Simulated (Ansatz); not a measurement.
All values below come from frozen-core CCSD(T)/def2-TZVPP // PBE-D3(BJ)/def2-TZVP (Ansatz, a program for electronic structure).

Ansatz 0.2 input:
```yaml
crystal:
  periodic: [false, false, false]
  atoms:
    - { symbol: F, position_ang: [1.160378, -0.860839, 0.639972] }
    - { symbol: Si, position_ang: [0.0, 0.0, 0.0] }
    - { symbol: F, position_ang: [-1.049457, -0.959809, -0.688835] }
    - { symbol: F, position_ang: [-0.71707, 0.840348, 1.129917] }
    - { symbol: F, position_ang: [0.606151, 0.9803, -1.081055] }
basis:
  gaussian: { orbitals: def2-TZVPP }
correlation:
  method: ccsd_t
```

Output:

```
Functional definition: HF
1077 factors; integrals over basis functions are off by at most 6.0e-4 eV
mean field evaluation 1: about -18695.7617 eV, gradient 4.6e1 eV
mean field evaluation 2: about -18695.9066 eV, gradient 4.7e1 eV
mean field evaluation 4: about -18698.9988 eV, gradient 1.9e0 eV
mean field evaluation 8: about -18699.0341 eV, gradient 5.2e-2 eV
mean field evaluation 16: about -18697.7877 eV, gradient 2.8e1 eV
mean field -18699.03412141 eV, -687.1768293011 hartree, gradient 2.2e-6 eV, S^2 0.000000; 0 other end points of the search recorded, 0 dependent functions left out
9 core orbitals not correlated
reference -18699.03412141 eV, -687.1768293011 hartree; 16, 16 occupied and 141, 141 virtual orbitals, 1077 factors
second order -30.07051248 eV of doubles, -0.00000000 eV of singles
cycle   1  -29.44031945 eV  change    6.3e-1 eV  update   1.0e-1
cycle   2  -29.97185858 eV  change   -5.3e-1 eV  update   2.7e-2
cycle   3  -30.09035888 eV  change   -1.2e-1 eV  update   1.3e-2
cycle   4  -30.07014073 eV  change    2.0e-2 eV  update   2.2e-3
cycle   5  -30.06804305 eV  change    2.1e-3 eV  update   7.8e-4
cycle   6  -30.06869361 eV  change   -6.5e-4 eV  update   2.0e-4
cycle   7  -30.06858668 eV  change    1.1e-4 eV  update   5.9e-5
cycle   8  -30.06854093 eV  change    4.6e-5 eV  update   1.2e-5
cycle   9  -30.06853834 eV  change    2.6e-6 eV  update   4.0e-6
perturbative correction -0.83711041 eV, -0.0307632402 hartree
Total energy: -18729.93977016 eV, -688.3125909441 hartree
```

Cost: very roughly 25 core-seconds.
